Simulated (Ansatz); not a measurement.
# C3H9NS: inversion of the pyramid at N5, part 2 of 2

How high is the barrier for the inversion of the pyramid at N5? Relax the two ends, then run a nudged elastic band between them. SMILES of the start: CSC(C)N.

Ansatz 0.2.0; RKS PBE/def2-mTZVP. Earlier steps stand in the parts before.

### 7 Vibrations at the top

The geometry is the highest inner image of the first converged band.

input.yaml

```yaml
crystal:
  periodic: [false, false, false]
  atoms:
    - { symbol: C, position_ang: [-1.341264, -0.630383, 1.742971] }
    - { symbol: S, position_ang: [0.363368, -0.899823, 1.156311] }
    - { symbol: C, position_ang: [0.217037, -0.078257, -0.560705] }
    - { symbol: C, position_ang: [1.616503, -0.162328, -1.163743] }
    - { symbol: "N", position_ang: [-0.313227, 1.235497, -0.531108] }
    - { symbol: H, position_ang: [-1.629132, 0.414085, 1.553941] }
    - { symbol: H, position_ang: [-2.058808, -1.310003, 1.260827] }
    - { symbol: H, position_ang: [-1.355332, -0.810793, 2.825211] }
    - { symbol: H, position_ang: [-0.476774, -0.712783, -1.131759] }
    - { symbol: H, position_ang: [2.31918, 0.466809, -0.596499] }
    - { symbol: H, position_ang: [1.998545, -1.192967, -1.146563] }
    - { symbol: H, position_ang: [1.597237, 0.193336, -2.204202] }
    - { symbol: H, position_ang: [-1.222188, 1.442902, -0.919838] }
    - { symbol: H, position_ang: [0.271855, 2.015508, -0.256143] }
basis:
  gaussian: { orbitals: def2-mTZVP }
hamiltonian:
  xc: pbe
phonons: {}
```

Run with:

```sh
ansatz run input.yaml --threads 2 --pin off --max-ram 3072MiB --backend cpu --events-out ev --progress --plain --runs-dir out
```

Log, cut to the lines that bear on the results:

```text
Warning: RAYON_NUM_THREADS=2 ignored (pool sized by the plan → 2); use --threads N
[...]
Functional definition: PBE
[...]
1312 factors; their error is unknown
[...]
mean field -15573.48009815 eV, -572.3148375231 hartree, gradient 4.6e-5 eV, S^2 0.000000; 0 other end points of the search recorded, 0 dependent functions left out
[...]
reference -15573.48014449 eV, -572.3148392261 hartree; 25, 25 occupied and 100, 100 virtual orbitals, 1312 factors
[...]
1312 factors; their error is unknown
mean field -15573.47999451 eV, -572.3148337144 hartree, gradient 2.8e-6 eV, S^2 0.000000; 0 other end points of the search recorded, 0 dependent functions left out
[...]
reference -15573.48004086 eV, -572.3148354176 hartree; 25, 25 occupied and 100, 100 virtual orbitals, 1312 factors
[...]
1312 factors; their error is unknown
[...]
mean field -15573.47998200 eV, -572.3148332544 hartree, gradient 2.8e-6 eV, S^2 0.000000; 0 other end points of the search recorded, 0 dependent functions left out
[...]
WARN: phonons: modes at or below zero, which the zero-point energy, F, S and C_V leave out: 1, the lowest at -581.29 cm⁻¹. A minimum has none, and a first-order saddle one
[...]
Atom 6 at    -2.058808    -1.310003     1.260827 Å, force    -0.000519    -0.000366    -0.001590 eV/Å
Atom 7 at    -1.355332    -0.810793     2.825211 Å, force    -0.000265    -0.003302    -0.000490 eV/Å
Atom 8 at    -0.476774    -0.712783    -1.131759 Å, force    -0.005777     0.001597    -0.002277 eV/Å
Atom 9 at     2.319180     0.466809    -0.596499 Å, force     0.004373     0.001606    -0.001342 eV/Å
Atom 10 at     1.998545    -1.192967    -1.146563 Å, force     0.000660     0.000706     0.000940 eV/Å
Atom 11 at     1.597237     0.193336    -2.204202 Å, force     0.001779     0.000608    -0.000869 eV/Å
Atom 12 at    -1.222188     1.442902    -0.919838 Å, force     0.000169     0.023910     0.004001 eV/Å
Atom 13 at     0.271855     2.015508    -0.256143 Å, force    -0.006429     0.013101    -0.005299 eV/Å
Dipole moment:    -0.285642     0.344366    -0.320438 e Å
Vibrations: -581.29 85.79 142.88 199.70 234.91 264.35 328.14 398.68 446.01 571.73 712.63 889.79 932.04 952.95 966.45 1020.63 1150.01 1155.97 1231.42 1313.81 1360.79 1378.81 1441.46 1458.14 1459.79 1465.72 1599.73 2959.09 2969.80 2988.83 3031.49 3039.19 3048.21 3063.40 3534.04 3662.15 [...]
```

Run time: 2.5 min. Hardware: 2 threads of Arm Neoverse V1, shared host; peak memory 0.16 GiB.

Of 36 modes, 1 is imaginary by more than 30 cm⁻¹ (581i cm⁻¹).

### 8 The band again, with other settings

crystal.atoms is end A as relaxed above, and neb.final_atoms is end B, turned to lie on A. With 8 inner images the band has 10 in all.

input.yaml

```yaml
crystal:
  periodic: [false, false, false]
  atoms:
    - { symbol: C, position_ang: [-1.444208, -0.516184, 1.655053] }
    - { symbol: S, position_ang: [0.331636, -0.62307, 1.239576] }
    - { symbol: C, position_ang: [0.264661, -0.081557, -0.572227] }
    - { symbol: C, position_ang: [1.680151, -0.233937, -1.112176] }
    - { symbol: "N", position_ang: [-0.237662, 1.248318, -0.8275] }
    - { symbol: H, position_ang: [-1.82316, 0.514728, 1.596441] }
    - { symbol: H, position_ang: [-2.048826, -1.170835, 1.010525] }
    - { symbol: H, position_ang: [-1.55357, -0.856851, 2.692584] }
    - { symbol: H, position_ang: [-0.406936, -0.797936, -1.07074] }
    - { symbol: H, position_ang: [2.374873, 0.441319, -0.588904] }
    - { symbol: H, position_ang: [2.045345, -1.261655, -0.984505] }
    - { symbol: H, position_ang: [1.695527, 0.021367, -2.180909] }
    - { symbol: H, position_ang: [-1.207885, 1.347109, -0.516641] }
    - { symbol: H, position_ang: [0.317054, 1.939984, -0.311875] }
basis:
  gaussian: { orbitals: def2-mTZVP }
hamiltonian:
  xc: pbe
neb:
  order_check: false
  images: 8
  f_tol: 0.05
  max_iterations: 60
  initial_path: idpp
  climbing: false
  final_atoms:
    - { symbol: C, position_ang: [-1.44196888, -0.61243601, 1.72847165] }
    - { symbol: S, position_ang: [0.32037272, -0.70704776, 1.25241067] }
    - { symbol: C, position_ang: [0.200293, -0.07956505, -0.48847759] }
    - { symbol: C, position_ang: [1.59607406, -0.19708235, -1.10266943] }
    - { symbol: "N", position_ang: [-0.3851269, 1.25849511, -0.49331977] }
    - { symbol: H, position_ang: [-1.84433042, 0.36151204, 1.42356355] }
    - { symbol: H, position_ang: [-2.02696461, -1.42204297, 1.27072681] }
    - { symbol: H, position_ang: [-1.49277722, -0.70756094, 2.82039658] }
    - { symbol: H, position_ang: [-0.4966438, -0.7412621, -1.02877592] }
    - { symbol: H, position_ang: [2.31936407, 0.41992763, -0.54707043] }
    - { symbol: H, position_ang: [1.95809537, -1.23591028, -1.09826856] }
    - { symbol: H, position_ang: [1.57843199, 0.15647334, -2.14524129] }
    - { symbol: H, position_ang: [-0.58590786, 1.54842539, -1.45712372] }
    - { symbol: H, position_ang: [0.28808848, 1.92887396, -0.10592054] }
```

Run with:

```sh
ansatz run input.yaml --threads 2 --pin off --max-ram 3072MiB --backend cpu --events-out ev --progress --plain --runs-dir out
```

Log, cut to the lines that bear on the results:

```text
Warning: RAYON_NUM_THREADS=2 ignored (pool sized by the plan → 2); use --threads N
[...]
[... 1 set-up line as earlier in the session ...]
[...]
1312 factors; their error is unknown
[...]
mean field -15573.68524585 eV, -572.3223765620 hartree, gradient 3.7e-5 eV, S^2 0.000000; 0 other end points of the search recorded, 0 dependent functions left out
[...]
reference -15573.68529083 eV, -572.3223782150 hartree; 25, 25 occupied and 100, 100 virtual orbitals, 1312 factors
1312 factors; their error is unknown
[...]
mean field -15573.60776516 eV, -572.3195291991 hartree, gradient 4.7e-5 eV, S^2 0.000000; 0 other end points of the search recorded, 0 dependent functions left out
[...]
reference -15573.60781090 eV, -572.3195308800 hartree; 25, 25 occupied and 100, 100 virtual orbitals, 1312 factors
NEB end point (image 0): max|allowed force component| = 5.273e-3 eV/Å (the criterion of neb.relax_end_points is 1.000e-2)
[...]
Atom 4 at    -0.291767     1.239599    -0.576363 Å, force     0.026894     0.010718    -0.106558 eV/Å
Atom 5 at    -1.641812     0.419067     1.550443 Å, force    -0.013171     0.002174     0.003911 eV/Å
Atom 6 at    -2.067478    -1.306305     1.259944 Å, force     0.002127     0.002438    -0.006797 eV/Å
Atom 7 at    -1.367212    -0.801954     2.823404 Å, force    -0.004388     0.001540    -0.005937 eV/Å
Atom 8 at    -0.474316    -0.716716    -1.133989 Å, force    -0.001990    -0.006314    -0.011874 eV/Å
Atom 9 at     2.319335     0.464243    -0.588679 Å, force     0.006559    -0.004902    -0.001460 eV/Å
Atom 10 at     2.004715    -1.199872    -1.130868 Å, force     0.006363    -0.010704     0.004325 eV/Å
Atom 11 at     1.606787     0.181380    -2.198089 Å, force     0.013709    -0.008716    -0.002921 eV/Å
Atom 12 at    -1.224359     1.446332    -0.903412 Å, force    -0.054290    -0.001478     0.097008 eV/Å
Atom 13 at     0.278057     2.011865    -0.252146 Å, force    -0.027016     0.008275     0.054635 eV/Å
Dipole moment:    -0.300104     0.339863    -0.285959 e Å
this run last wrote the band of iteration 8 to <dir>
```

Run time: 3.4 min. Hardware: 2 threads of Arm Neoverse V1, shared host; peak memory 0.17 GiB.

### 9 The band, image by image

Images 0 and 9 are the ends. Energies count from image 0; the path length is the program's own measure over all atoms.

```
image  path (Å)  energy (eV)  sum of angles at N5 (°)  band force (eV/Å)
    0     0.000       0.0000                    328.7                  -
    1     0.218       0.0034                    329.5              0.005
    2     0.436       0.0240                    335.0              0.019
    3     0.654       0.1057                    350.1              0.008
    4     0.873       0.2011                    360.0              0.028
    5     1.091       0.1698                    349.4              0.035
    6     1.309       0.1192                    335.3              0.010
    7     1.527       0.0955                    330.4              0.002
    8     1.745       0.0816                    328.0              0.002
    9     1.963       0.0775                    326.8                  -
```

image, energy (eV) and a bar:
```
        0      0.000 
        1      0.003 #
        2      0.024 ####
        3      0.106 ################
        4      0.201 ##############################
        5      0.170 #########################
        6      0.119 ##################
        7      0.096 ##############
        8      0.082 ############
        9      0.077 ############
```

### 10 Another band, settings changed

crystal.atoms is end A as relaxed above, and neb.final_atoms is end B, turned to lie on A. With 5 inner images the band has 7 in all.

Changes to input.yaml since step 8:

```diff
@@ -23,3 +23,3 @@
   order_check: false
-  images: 8
+  images: 5
   f_tol: 0.05
@@ -27,3 +27,3 @@
   initial_path: idpp
-  climbing: false
+  spring: 0.1
   final_atoms:
```

Run with:

```sh
ansatz run input.yaml --threads 2 --pin off --max-ram 3072MiB --backend cpu --events-out ev --progress --plain --runs-dir out
```

Log, cut to the lines that bear on the results:

```text
Warning: RAYON_NUM_THREADS=2 ignored (pool sized by the plan → 2); use --threads N
[...]
[... 1 set-up line as earlier in the session ...]
[...]
1312 factors; their error is unknown
[...]
mean field -15573.68524585 eV, -572.3223765620 hartree, gradient 3.7e-5 eV, S^2 0.000000; 0 other end points of the search recorded, 0 dependent functions left out
[...]
reference -15573.68529083 eV, -572.3223782150 hartree; 25, 25 occupied and 100, 100 virtual orbitals, 1312 factors
1312 factors; their error is unknown
[...]
mean field -15573.60776516 eV, -572.3195291991 hartree, gradient 4.7e-5 eV, S^2 0.000000; 0 other end points of the search recorded, 0 dependent functions left out
[...]
reference -15573.60781090 eV, -572.3195308800 hartree; 25, 25 occupied and 100, 100 virtual orbitals, 1312 factors
NEB end point (image 0): max|allowed force component| = 5.273e-3 eV/Å (the criterion of neb.relax_end_points is 1.000e-2)
[...]
1312 factors; their error is unknown
[...]
mean field -15573.67623569 eV, -572.3220454446 hartree, gradient 9.6e-6 eV, S^2 0.000000; 0 other end points of the search recorded, 0 dependent functions left out
[...]
reference -15573.67628084 eV, -572.3220471041 hartree; 25, 25 occupied and 100, 100 virtual orbitals, 1312 factors
[...]
1312 factors; their error is unknown
mean field -15573.60548664 eV, -572.3194454651 hartree, gradient 9.4e-6 eV, S^2 0.000000; 0 other end points of the search recorded, 0 dependent functions left out
[...]
reference -15573.60553212 eV, -572.3194471365 hartree; 25, 25 occupied and 100, 100 virtual orbitals, 1312 factors
[...]
1312 factors; their error is unknown
mean field -15573.47717318 eV, -572.3147300325 hartree, gradient 9.3e-6 eV, S^2 0.000000; 0 other end points of the search recorded, 0 dependent functions left out
[...]
reference -15573.47721962 eV, -572.3147317390 hartree; 25, 25 occupied and 100, 100 virtual orbitals, 1312 factors
[...]
1312 factors; their error is unknown
```

### 11 The output, continued: band between the two ends

The log, continued, cut to the lines that bear on the results:

```text
mean field -15573.55891495 eV, -572.3177339872 hartree, gradient 9.9e-6 eV, S^2 0.000000; 0 other end points of the search recorded, 0 dependent functions left out
[...]
reference -15573.55896041 eV, -572.3177356576 hartree; 25, 25 occupied and 100, 100 virtual orbitals, 1312 factors
[...]
1312 factors; their error is unknown
[...]
mean field -15573.59734219 eV, -572.3191461619 hartree, gradient 1.0e-5 eV, S^2 0.000000; 0 other end points of the search recorded, 0 dependent functions left out
[...]
reference -15573.59738766 eV, -572.3191478332 hartree; 25, 25 occupied and 100, 100 virtual orbitals, 1312 factors
NEB iter   4: max|band force component| = 2.260e-1 eV/Å  barrier→ = 0.2081 eV  barrier← = 0.1306 eV  CI = image 3  Δτ_max = 0.0357 Å  (150 SCF iters)
[...]
Atom 5 at    -1.628830     0.414195     1.554208 Å, force    -0.001499    -0.003572     0.000309 eV/Å
Atom 6 at    -2.059157    -1.309717     1.260977 Å, force    -0.000508    -0.000335    -0.001578 eV/Å
Atom 7 at    -1.355289    -0.810895     2.825313 Å, force    -0.000187    -0.003347    -0.000564 eV/Å
Atom 8 at    -0.476733    -0.712789    -1.132050 Å, force    -0.005612     0.001038    -0.002039 eV/Å
Atom 9 at     2.319084     0.467012    -0.596379 Å, force     0.004126     0.001624    -0.001109 eV/Å
Atom 10 at     1.998709    -1.192772    -1.146458 Å, force     0.000850     0.000511     0.000812 eV/Å
Atom 11 at     1.597383     0.193461    -2.204161 Å, force     0.001390     0.000504    -0.000689 eV/Å
Atom 12 at    -1.222273     1.442824    -0.919701 Å, force     0.000261     0.023269     0.003789 eV/Å
Atom 13 at     0.271997     2.015436    -0.256723 Å, force    -0.006246     0.012781    -0.005201 eV/Å
Dipole moment:    -0.285531     0.344635    -0.320615 e Å
this run last wrote the band of iteration 7 to <dir>
```

Wall time 1.9 min (2 threads of Arm Neoverse V1, shared host); peak memory 0.17 GiB.

### 12 The band, image by image

Images 0 and 6 are the ends. Energies count from image 0; the path length is the program's own measure over all atoms.

```
image  path (Å)  energy (eV)  sum of angles at N5 (°)  band force (eV/Å)
    0     0.000       0.0000                    328.7                  -
    1     0.291       0.0072                    330.7              0.019
    2     0.589       0.0820                    346.7              0.028
   3*     0.901       0.2051                    359.3              0.034
    4     1.243       0.1237                    337.3              0.011
    5     1.583       0.0876                    329.3              0.009
    6     1.905       0.0775                    326.8                  -
```

The star marks the climbing image.

image, energy (eV) and a bar:
```
        0      0.000 
        1      0.007 #
        2      0.082 ############
        3      0.205 ##############################
        4      0.124 ##################
        5      0.088 #############
        6      0.077 ###########
```

### 13 Summary of results

This closing draws on all 2 parts.

```
                                quantity                                                                    value
                                   end A                                                  8 moves, 0.606 eV lower
                                   end B                                                 10 moves, 0.722 eV lower
            first band: barrier forwards                                                                  0.21 eV
           first band: barrier backwards                                                                  0.13 eV
first band: second end relative to first                                                                +0.077 eV
               first band: highest image                                                    3 of 0 to 6, climbing
             first band: band iterations                                                                        7
              imaginary modes at the top                                                                581i cm⁻¹
                             second band  top 0.201 eV above image 0, 8 iterations, 8 inner images, none climbing
             time, first and second band                                                      1.9 min and 3.4 min
                              third band                 top 0.205 eV above image 0, 7 iterations, 5 inner images
              time, first and third band                                                      1.9 min and 1.9 min
```

In the first band: along this path the system climbs 0.21 eV from the first end (8 kT at 300 K); with a typical attempt rate of 10^13 per second that is roughly 10^10 events a second. The second end lies 0.077 eV above the first, so the way back costs 0.13 eV. One imaginary mode, as a first-order saddle point has. The second band's top lies 4 meV below the first's, as a band that doesn't climb stops under the top. The third band's top agrees with the first's to 1 meV, so the changed settings hardly move the height. These are electronic energies, with no zero-point or thermal terms. Tunnelling, which matters where hydrogen moves, is missing too.
